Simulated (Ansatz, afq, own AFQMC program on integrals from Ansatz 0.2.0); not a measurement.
CH⁺, singlet in cc-pVTZ along one coordinate

```xyz
2

C     0.0000    0.0000    0.0000
H     0.0000    0.0000    1.1404
```

The C1–H2 distance is changed with both sides rigid. Energies in kcal/mol count from this geometry (1.140 Å) at the same level; the start stands on RHF, each point on the determinant named.

Basis cc-pVTZ. Only valence electrons are correlated. Ansatz 0.2.0 and our own AFQMC program on the same integrals; the CISD trial comes from CCSD amplitudes, and released means the phaseless constraint is let go. ± is one standard error of the sampling.

Cautions, each for one point or more: an unrestricted solution with more broken spin lies lower; cluster runs in doubt by the program's own checks; higher spins were not checked; restricted determinant unstable towards unrestricted; strong correlation; the next higher spin lies close; unrestricted determinant spin contaminated; walk and cluster series may follow different spin states.

```
r(C1–H2) / Å  det.     T1  weight  ⟨S²⟩  CCSD  r2SCAN  CCSD(T)
       0.900   RHF  0.009    0.93  pure  27.4   27.4§     27.6
       1.416   RHF  0.014    0.91  pure  16.0   15.1§     15.7
       1.823   RHF  0.028    0.88  pure  51.3   49.0§     50.3
       2.498  UHF‡  0.072    0.82  0.93  87.6   73.2§     86.8
```

Q: Estimate the curve of full CI, counted from the same start.

A: 
| r(C1–H2) / Å | det. | T1 | weight | ⟨S²⟩ | FCI | ph-AFQMC/CISD | released AFQMC | CCSDT(Q) |
| --- | --- | --- | --- | --- | --- | --- | --- | --- |
| 0.900 | RHF | 0.009 | 0.93 | pure | 27.6 | 27.6 ± 0.03 | – | 27.6 |
| 1.416 | RHF | 0.014 | 0.91 | pure | 15.7 | 15.8 ± 0.04 | 15.6 ± 0.07 | 15.7 |
| 1.823 | RHF | 0.028 | 0.88 | pure | 50.1 | 50.9 ± 0.08 | 50.1 ± 0.08 | 50.1 |
| 2.498 | UHF‡ | 0.072 | 0.82 | 0.93 | 84.0 | 85.5 ± 0.05 | – | 84.0 |

Weight is that of the determinant in the CISD state; at the start T1 is 0.011 and the weight 0.92. A double dagger marks points where the walks on two determinants ended up to 2.3 kcal/mol apart; the lower is shown. A dash marks a missing value, a released energy that hasn't settled or a functional that sits on another state. § marks a functional whose ⟨S²⟩ is too high by over 0.1 (r2SCAN at the start too). Largest departures from full CI: CCSD(T) 2.8 kcal/mol at 2.498 (on UHF), ph-AFQMC/CISD 1.5 kcal/mol at 2.498 (on UHF), released AFQMC 0.0 kcal/mol at 1.823 (on RHF) (within the noise), CCSDT(Q) 0.0 kcal/mol at 1.823 (on RHF), CCSD 3.6 kcal/mol at 2.498 (on UHF). The functionals aren't scored here.

CCSDT and higher add their correlation energy to the determinant of the CCSD(T) run, since their own runs factorise the integrals more tightly (a shift of under 2 meV). A walk keeps the symmetry of its determinant, which the program's search chose and which needn't be the lowest solution, so a lower state of the same spin and another symmetry isn't excluded. Released energies are given only where the last usable release times agree within the noise; a slower fall can still hide under it.
